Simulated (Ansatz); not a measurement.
Geometry optimisation, RKS PBE-D4/6-31G* in Ansatz 0.2.0.

Input:

```yaml
crystal:
  periodic: [false, false, false]
  atoms:
    - { symbol: Si, position_ang: [0.198258, 0.027336, -0.032046] }
    - { symbol: H, position_ang: [0.252986, -0.139414, 1.431522] }
    - { symbol: H, position_ang: [1.608648, 0.059311, -0.553674] }
    - { symbol: H, position_ang: [-0.456193, 1.3202, -0.402979] }
    - { symbol: H, position_ang: [-0.498753, -1.133233, -0.669376] }
    - { symbol: "N", position_ang: [-2.500177, -0.068288, 1.352557] }
    - { symbol: H, position_ang: [-2.601535, -0.685362, 0.541633] }
    - { symbol: H, position_ang: [-2.458531, 0.893232, 1.002448] }
    - { symbol: H, position_ang: [-1.577403, -0.273782, 1.785214] }
basis:
  gaussian: { orbitals: "6-31G*" }
hamiltonian:
  xc: pbe
  dispersion: d4
relax:
  f_tol: 0.03
  max_steps: 50
output:
  orbitals: {}
```

Command:

```bash
$ ansatz run input.yaml --threads 1 --pin off --max-ram 2048MiB --backend cpu --events-out ev --progress --plain --runs-dir out
```

Q: Where does it end, and by what steps?

A: It converged. The force dipped under the threshold on the way, but the program's further checks kept it going. After 6 steps the energy has fallen by 0.170 eV; H9 moved furthest, 0.53 Å.

| step | energy less start (eV) | largest force component (eV/Å) | accepted |
| --- | --- | --- | --- |
| 0 | 0.0000 | 0.808 | yes |
| 1 | -0.1245 | 0.287 | yes |
| 2 | -0.1556 | 0.189 | yes |
| 3 | -0.1164 | 0.669 | no |
| 4 | -0.1670 | 0.067 | yes |
| 5 | -0.1696 | 0.012 | yes |
| 6 | -0.1697 | 0.009 | yes |

```xyz
9
Properties=species:S:1:pos:R:3
Si 0.414 0.040 -0.129
H 0.571 -0.118 1.351
H 1.772 0.079 -0.767
H -0.305 1.318 -0.431
H -0.353 -1.119 -0.686
N -2.802 -0.059 1.410
H -2.729 -0.691 0.604
H -2.560 0.874 1.058
H -2.041 -0.325 2.045
```

Whether the end is a true minimum wasn't checked by a vibrational analysis.

The run took 11 s on 1 thread of Arm Neoverse V1, on a shared host, peak memory 0.1 GiB.
